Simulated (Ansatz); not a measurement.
Basis-set extrapolation for C2H3FO, SMILES `CC(=O)F` (PBE0-D4/def2-TZVP geometry, frozen core, Ansatz). Multiplicity 1, RHF reference.

```
                      def2-TZVPP   def2-QZVPP
                 HF  -251.908268  -251.919570
    MP2 correlation    -0.804519    -0.868420
CCSD(T) correlation    -0.849970      not run
```

Energies in hartree. Use E(X) = E(∞) + A·exp(−7.88·√X) for Hartree–Fock and E(X) = E(∞) + B·X^(−2.97) for correlation, with X = 3 and 4, and add CCSD(T) minus MP2 of the smaller set to the MP2 limit.

Q: What is the CCSD(T) energy at the basis-set limit?

A: HF limit: -251.919570 + (-0.011302) × 0.13774 = -251.92113. MP2 limit: -0.868420 + (-0.063901) × 0.74074 = -0.91575. Higher-order term: -0.849970 − (-0.804519) = -0.04545. Total: -252.88233 hartree, 325.8 kJ/mol below CCSD(T)/def2-TZVPP.
